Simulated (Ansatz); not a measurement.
A displaced shape of singlet LiH2O(+):

```xyz
4

Li    0.0398   -0.0278   -1.5007
O    -0.0385    0.0300    0.3175
H     0.0326    0.7901    0.8875
H    -0.0280   -0.8049    0.8990
```

It was optimised with HF/def2-SVP in Ansatz (development build ahead of 0.2.0) to forces under 0.001 eV/Å, with restricted orbitals. Each step stands on the lowest determinant of that kind that the program's search found.

**Question.** What shape does it relax to, and how does the optimisation go?

**Answer.**

```xyz
4

Li    0.0266   -0.0212   -1.5136
O    -0.0012   -0.0013    0.3232
H     0.0177    0.7647    0.8891
H    -0.0372   -0.7548    0.9047
```

Bond lengths: Li1–O2 1.837 Å, O2–H3 0.953 Å, O2–H4 0.953 Å. Angles: Li1–O2–H3 127.0°, Li1–O2–H4 127.0°, H3–O2–H4 105.9°.

| step | E − E(start) (eV) | largest force (eV/Å) |
| --- | --- | --- |
| 1 | 0.0000 | 2.7179 |
| 2 | -0.1045 | 0.8104 |
| 3 | -0.1125 | 0.5499 |
| 4 | -0.1177 | 0.2289 |
| 5 | -0.1189 | 0.1096 |
| 6 | -0.1190 | 0.0810 |
| 7 | -0.1191 | 0.0643 |
| 8 | -0.1192 | 0.0506 |
| 9 | -0.1192 | 0.0359 |
| 10 | -0.1193 | 0.0168 |
| 11 | -0.1193 | 0.0070 |
| 12 | -0.1193 | 0.0037 |
| 13 | -0.1193 | 0.0039 |
| 14 | -0.1193 | 0.0022 |
| 15 | -0.1193 | 0.0008 |

The optimisation ended after 15 steps with its threshold met.
